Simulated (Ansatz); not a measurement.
**Relative stability**

The two ends of one reaction step of CH$_{6}$FSi, doublet (PBE0-D4/def2-TZVP).

A:

```xyz
9
angstrom
F -1.4808 0.2127 -0.2944
Si 0.7148 -0.6418 1.8923
C -0.7950 0.4957 -1.4567
H 1.7286 -1.0336 2.9094
H 0.8815 0.7858 1.5151
H 0.8076 -1.5246 0.7004
H 0.0432 1.1556 -1.2227
H -0.4256 -0.4373 -1.8872
H -1.4741 0.9877 -2.1561
```

B:

```csv
atom,x (Å),y (Å),z (Å)
F1,-1.0724,-0.3900,1.4513
Si2,0.5271,-0.4648,1.4031
C3,-0.6014,0.5782,-1.7551
H4,0.9937,-0.9062,2.7399
H5,1.0578,0.8825,1.0926
H6,0.9272,-1.4469,0.3694
H7,-0.1305,1.5482,-1.8228
H8,-0.2447,-0.2370,-2.3679
H9,-1.4566,0.4361,-1.1105
```

Computed with Ansatz 0.2.0 (basis: def2-TZVPP); correlated methods freeze the cores; orbitals are unrestricted. B3LYP uses VWN-RPA correlation.

(1) Which structure is lower at CCSD(T), and by how much? (To be estimated.)

The T1 diagnostic stays at or below 0.012. ⟨S²⟩ of the unrestricted Hartree–Fock references: 0.75 to 0.76 (a pure state has 0.75).

Answers

(1) By the calculation: B, by 37.85 kcal/mol (electronic energy, against the other). By their contacts, A is a complex of CH₃F ([CH3][F]) + SiH₃ and B is a complex of SiH₃F ([F][SiH3]) + CH₃.

All methods give the same order:

| method | E(B) − E(A) (kcal/mol) |
| --- | --- |
| SPW92 | -28.51 |
| PBE-D4 | -31.66 |
| BLYP-D4 | -35.10 |
| r2SCAN-D4 | -38.05 |
| B97M-V | -37.52 |
| PBE0-D4 | -34.29 |
| B3LYP-D4 | -36.89 |
| r2SCAN0-D4 | -39.06 |
| BHLYP-D4 | -40.25 |
| CAM-B3LYP-D4 | -37.63 |
| wB97X-V | -36.73 |
| wB97M-V | -37.87 |
| B2PLYP | -38.30 |
| PBE-QIDH | -37.45 |
| RPA on PBE | -35.31 |
| HF | -44.28 |
| MP2 | -38.87 |
| CCSD | -38.79 |
| CCSD(T) | -37.85 |

Labels in which every atom is bracketed show which atoms are joined, not bond orders.

For scale, one of the runs: CCSD(T)/def2-TZVPP, 188 basis functions, launched by `ansatz run in.yaml --threads 4 --pin off --events-out ev --progress --plain --max-ram 9574MiB`. Hardware: 4 CPU threads of an Intel Xeon, shared host. Wall time 120 s; peak host memory 5 GiB.
